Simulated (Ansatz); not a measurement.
C3H6ClN can be A, `C/N=C(/C)Cl`, or B, `C/N=C\CCl`.

Program: Ansatz. Geometries: PBE0-D4/def2-TZVP. ΔE: electronic, gas phase. CCSD(T)/CBS adds triple-zeta CCSD(T) − MP2 to the extrapolated MP2 energy (def2 sets, frozen cores). Double bonds are as drawn, so ΔE can hold a change between cis and trans. DFT in def2-TZVPP. B3LYP here is the variant with VWN-RPA as its local correlation; programs differ in this. Each species was taken in one conformer, which may not be the lowest.

Which is lower in electronic energy at CCSD(T)/CBS, and by how much? (An estimate is asked.)

Ansatz gave: A, by 13.4 kcal/mol.

Give E(B) − E(A) in kcal/mol with MP2/def2-TZVPP, CCSD/def2-TZVPP, B3LYP-D4, B2PLYP, r2SCAN-D4, HF/def2-TZVPP, CCSD(T)/def2-TZVPP. (An estimate is asked.)

The calculation gave: MP2/def2-TZVPP 14.9, CCSD/def2-TZVPP 12.5, B3LYP-D4 14.5, B2PLYP 14.4, r2SCAN-D4 16.6, HF/def2-TZVPP 10.9, CCSD(T)/def2-TZVPP 13.3. None reverses the order clearly.

Largest T1 diagnostic: 0.012.

In def2-TZVPP, CCSD(T) changes the Hartree–Fock value by +2.4 kcal/mol (the triples alone add +0.8 kcal/mol) and MP2 by +4.0 kcal/mol. From PBE to PBE0 (25 % exact exchange), in def2-TZVPP and without D4, E(B) − E(A) moves by −1.2 kcal/mol.
